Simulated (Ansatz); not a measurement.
## H₃Ge–GeH, quintet in cc-pVDZ: errors against UCCSDT(Q)

Geometry: that of the H3Ge–GeH, triplet, kept fixed. The triplet lies 6.4 eV lower here.

```yaml
atoms:
  - { symbol: Ge, position_ang: [0.0000, -0.0229, 1.1903] }
  - { symbol: Ge, position_ang: [0.0000, 0.0409, -1.2321] }
  - { symbol: H, position_ang: [1.2555, -0.7421, 1.7164] }
  - { symbol: H, position_ang: [0.0000, 1.4326, 1.6767] }
  - { symbol: H, position_ang: [-1.2555, -0.7421, 1.7164] }
  - { symbol: H, position_ang: [0.0000, -1.2486, -2.0914] }
```

Basis cc-pVDZ; Ansatz 0.2.0. Correlated methods freeze the noble-gas cores and the filled d shells of p-block atoms, which leaves 12 electrons in 46 orbitals. R marks a restricted (for open shells ROHF) determinant, U an unrestricted one. No spin–orbit coupling is included, and no scalar relativity.

Full CI isn't at hand for all of this; UCCSDT(Q) serves as the reference, and is uncertain by the last step of the cluster series or more. The frozen core follows each run's orbitals, which can shift R against U totals by a few meV for light atoms and by up to 0.1 eV past Ca.

* UHF ⟨S²⟩: 6.014
* T1 diagnostic (RCCSD): 0.0260
* largest doubles amplitude (RCCSD): 0.054
* T1 diagnostic (UCCSD): 0.0252

```tsv
level	E − E(UCCSDT(Q)) (kJ/mol)	wall time
UHF	535.0	–
UMP2	127.4	–
UCCSD	18.5	–
UCCSD(T)	4.3	20 s
UCCSDT	0.7	–
```

Run but not shown, since their state, orbitals or frozen core can't be matched to the reference's or they repeat it: RHF, RMP2, CISD, RCCSD, RCCSD(T), BCCD(T), RCCSDT, RCCSDT(Q).

Times hold each run's SCF and search for its determinant on a shared host, so for small cases they say little of a method's own cost; they ran on 1 thread of Intel Xeon Platinum 8375C. Some runs computed forces too.
